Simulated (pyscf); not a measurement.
Structures and frequencies: ωB97X-D3(BJ)/def2-SVP in PySCF.

Question: For the elementary gas-phase step `[Cl][CH2][CH2][Ga]([Cl])[Cl]` → `[Cl][Ga]([Cl])[Cl]` + `[CH2]=[CH2]` (singlet surface; C–Cl, C–Ga broken, Cl–Ga formed), what barrier and reaction energy does M06-2X/def2-TZVP give, measured from the reactant's lowest minimum found?

Answer: ΔE‡ = 0.31 eV, ΔE = -0.12 eV. ωB97M-D3(BJ)/def2-TZVP gives 0.37 eV and -0.12 eV. Zero-point energy shifts the barrier by -0.05 eV. It is an elimination, with an imaginary mode of 313i cm⁻¹. On the product side the descent ends in a bound adduct (not fully relaxed), 0.65 eV under the separated species and 0.99 eV under the saddle at ωB97X-D3(BJ)/def2-TZVP. What is counted as formed (Cl–Ga) is already present as a longer contact in the reactant adduct; forming that adduct is a step of its own. Cl–CH₂–CH₂–Ga(Cl)–Cl is closed by a dative Cl–Ga contact. One saddle was located; it need not be the lowest between these sides. Elements up to Kr have no core potential and no relativistic terms here.
